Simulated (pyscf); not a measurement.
O=Ge: [singlet] + hydrogen fluoride (HF) -> O=GeH–F, an insertion (singlet surface; F–H broken, F–Ge, Ge–H formed). Structures and frequencies: ωB97X-D3(BJ)/def2-SVP in PySCF. Correlated levels are frozen-core, on RHF or UHF. ΔMP2 is the change of the MP2 total energy from the triple- to the quadruple-zeta basis. Energies in kcal/mol from the separated reactants.

AM1 to PM7: differences of heats of formation from MOPAC. 

Q: In single points PM3 puts the saddle at 66.0 kcal/mol and the reaction energy at +2.5 kcal/mol. Should these be trusted to within a few kcal/mol? Compare with CCSD(T)/def2-TZVPP + ΔMP2(QZVPP).

A: CCSD(T)/def2-TZVPP + ΔMP2(QZVPP) gives ΔE‡ = 49.2 kcal/mol and ΔE = +3.6 kcal/mol. PM3 lies 16.8 kcal/mol over it in the barrier and 1.0 kcal/mol under it in the reaction energy, so on this step it does not hold to within 3.0 kcal/mol. CCSD(T)/def2-TZVPP + ΔMP2(QZVPP) has limits of its own. The same reactants have a lower exit, to HO–Ge:–F [singlet] (barrier -7.1 kcal/mol at ωB97M-D3(BJ), against +46.7 kcal/mol here). O=GeH–F lies 49.4 kcal/mol over its isomer HO–Ge:–F [singlet] (electronic energy, ωB97M-D3(BJ)). One saddle was located; it need not be the lowest between these sides. The CCSD(T) − MP2 part came from Ansatz, without density fitting, on the same reference. The frozen core leaves the outer d or s,p core shells of the metals and heavy elements correlated in the MP2 and CC values, and def2-TZVPP describes them poorly, which can shift differences by a few kcal/mol. In the def2 sets elements up to Kr have no core potential.
